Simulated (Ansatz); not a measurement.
A series at B: from boron trifluoride, ligands are replaced one by one, each step taking up H₂ and setting free H–F; n counts the steps. Ansatz, PBE0-D4/def2-TZVP geometries.

CBS adds triple-zeta CCSD(T) − MP2 to the MP2 limit, frozen cores; atoms without spin–orbit coupling. 

| n | molecule | atomization energy, CCSD(T)/CBS (kJ/mol) |
| --- | --- | --- |
| 0 | `FB(F)F` | 1960.8 |
| 1 | `FBF` | 1713.2 |
| 2 | `BF` | 1437.1 |
| 3 | BH₃ | ? |

By hand: fit a straight line y = ȳ + b (n − n̄) to the 3 given rows and predict n = 3.

n̄ = 1.000, ȳ = 1703.70; Σ(n − n̄)(y − ȳ) = -523.70, Σ(n − n̄)² = 2.000, so b = -261.85 kJ/mol a step. Prediction: 1703.70 + (-261.85) × (2.000) = 1180.0 kJ/mol.

By hand: compare with the computed value, 1175.4 kJ/mol, and give the steps along the whole series.

The line misses by -4.6 kJ/mol (computed minus predicted). Steps: -247.6, -276.1, -261.7 kJ/mol.

The steps differ by up to 28.5 kJ/mol, small against a whole step but well beyond the method's doubt, so the ligands' effects don't simply add. The miss is 0.6 % of the series' range. The energies themselves are unsure by some kJ/mol a bond, though much of that is common to the series.
